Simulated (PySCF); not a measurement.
# Computed NMR parameters against published values

Geometry:
```csv
atom,x (Å),y (Å),z (Å)
Cl1,2.658,0.169,-0.714
C2,1.309,-0.511,0.257
C3,-0.010,-0.331,-0.422
C4,-0.706,0.993,-0.359
C5,-1.248,-0.169,0.417
H6,1.329,0.004,1.229
H7,1.544,-1.572,0.421
H8,-0.115,-0.897,-1.353
H9,-0.211,1.797,0.193
H10,-1.251,1.329,-1.245
H11,-2.167,-0.650,0.072
H12,-1.132,-0.161,1.505
```

What is known from experiment: δ 13C C3 13.6; C4/C5 5.5 ppm (measured; solution, not stated per compound (mostly CDCl3 or CCl4); Pretsch, Buehlmann, Badertscher, Structure Determination of Organic Compounds, 4th ed. (2009)).

[PySCF 2.14.0 with density-fitted response routines: PBE0/pcSseg-1 with gauge-including orbitals; geometry from PBE0-D3(BJ)/def2-SVP; in vacuum; one conformer; equivalent nuclei averaged; non-relativistic Hamiltonian]

Problem. Set the calculated values beside the experiment.

Solution. 
Reference values: measured (solution, not stated per compound (mostly CDCl3 or CCl4); Pretsch, Buehlmann, Badertscher, Structure Determination of Organic Compounds, 4th ed. (2009)).
```
atoms  quantity  reference  computed  computed, scaled
   C3     δ 13C       13.6      15.7              14.5
C4/C5     δ 13C        5.5       7.9               6.9
```

Computed shifts are σ(ref) − σ with the named reference compound (TMS for H and C) calculated as an isolated molecule at the same level. The measured values may be among those fitted. Scaled to experiment by linear calibration (H and C: mostly CDCl3 data, vs TMS): 13C: δ = 178.46 − 0.972σ (rms 2.0 ppm, 209 shifts, 2.2 ppm with the 3 outliers that the fit left out). Occasional misses reach two or three times the rms, and more in compound classes unlike the fitted ones.

Problem. How far are the unscaled 13C shifts from the references?

Solution. Mean signed difference +2.25 ppm, mean absolute 2.25 ppm over 2 comparisons; the largest is +2.4 ppm at C4/C5 (three-membered-ring carbon).
